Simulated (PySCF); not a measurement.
# Curvature of the energy in the electron number along the halogens

Calculated with PySCF 2.14, in aug-cc-pVTZ-DK, spin-free X2C, aug-cc-pVTZ-PP with ECP10MDF, ECP, aug-cc-pVTZ-PP with ECP28MDF, ECP: one orbital is emptied in steps, and each cell gives the departure of E from the straight line at half an electron, in eV (from a cubic fit). The exact functional gives zero.

| species | orbital | LDA | PBE | r2SCAN | PBE0 | BHandHLYP | LC-wPBE | wB97X | UHF |
| --- | --- | --- | --- | --- | --- | --- | --- | --- | --- |
| F | 2p beta | -1.94 | -1.86 | -1.67 | -1.23 | -0.64 | -0.56 | -0.58 | 0.62 |
| Cl | 3p beta | -1.27 | -1.22 | -1.11 | -0.84 | -0.49 | -0.12 | -0.22 | 0.30 |
| Br | 4p beta | -1.14 | -1.09 | -1.00 | -0.76 | -0.47 | -0.06 | -0.20 | 0.24 |
| I | 5p beta | -1.00 | -0.95 | -0.87 | -0.67 | -0.42 | -0.01 | -0.16 | 0.20 |

Q: How does the mean departure depend on the functional?

A: LDA -1.34 eV; PBE -1.28 eV; r2SCAN -1.16 eV; PBE0 -0.88 eV; BHandHLYP -0.51 eV; LC-wPBE -0.19 eV; wB97X -0.29 eV; UHF 0.34 eV. Semilocal functionals are convex (delocalisation error), Hartree-Fock is concave or straight, and exact exchange removes curvature roughly in proportion to its share, so among the functionals the range-separated hybrids usually come closest to zero.

No spin-orbit coupling is included.
